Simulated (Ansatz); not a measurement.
Geometry optimisation, UKS PBE-D4/def2-SVP (Ansatz 0.2.0).

input.yaml

```yaml
crystal:
  periodic: [false, false, false]
  atoms:
    - { symbol: B, position_ang: [0.0, 0.0, 0.0] }
    - { symbol: Cl, position_ang: [0.0, 0.0, 2.11] }
    - { symbol: H, position_ang: [1.0305, 0.0, -0.595] }
    - { symbol: H, position_ang: [-1.0305, 0.0, -0.595] }
    - { symbol: Cl, position_ang: [0.0, 0.0, 4.45] }
magnetization:
  spin_polarized: true
  initial_magnetization: 1
basis:
  gaussian: { orbitals: def2-SVP }
hamiltonian:
  xc: pbe
  dispersion: d4
relax:
  f_tol: 0.15
  max_steps: 25
  restrain:
    - { distance: [1, 4], at: 2.04, k: 30.0 }
    - { distance: [0, 1], at: 3.06, k: 30.0 }
```

Launched with:

```bash
$ ansatz run input.yaml --threads 1 --pin off --max-ram 2048MiB --backend cpu --events-out ev --progress --plain --runs-dir out
```

Question: Where does it end, and by what steps?

Answer: It converged. The restraints hold the end off the free minimum; the threshold counts their pulls, which the force column leaves out. Restrained pairs: Cl2–Cl5 (2.34 → 2.07 Å), B1–Cl2 (2.11 → 3.04 Å). After 5 steps the energy has risen by 1.610 eV (the restraints' own energy left out); Cl2 moved furthest, 0.55 Å.

```json
{"step": "0", "energy less start (eV)": "0.0000", "largest force component (eV/Å)": "4.191", "accepted": "yes"}
{"step": "1", "energy less start (eV)": "1.0272", "largest force component (eV/Å)": "3.156", "accepted": "yes"}
{"step": "2", "energy less start (eV)": "1.6571", "largest force component (eV/Å)": "2.784", "accepted": "yes"}
{"step": "3", "energy less start (eV)": "1.6168", "largest force component (eV/Å)": "1.597", "accepted": "yes"}
{"step": "4", "energy less start (eV)": "1.6284", "largest force component (eV/Å)": "1.718", "accepted": "yes"}
{"step": "5", "energy less start (eV)": "1.6099", "largest force component (eV/Å)": "1.542", "accepted": "yes"}
```

```xyz
5
Properties=species:S:1:pos:R:3
B 0.000 -0.001 -0.384
Cl 0.000 0.000 2.658
H 1.125 0.000 -0.818
H -1.125 0.000 -0.818
Cl 0.000 0.000 4.732
```

Time of the run: 18 s on 1 thread of Arm Neoverse V1, on a shared host, peak memory 0.13 GiB.
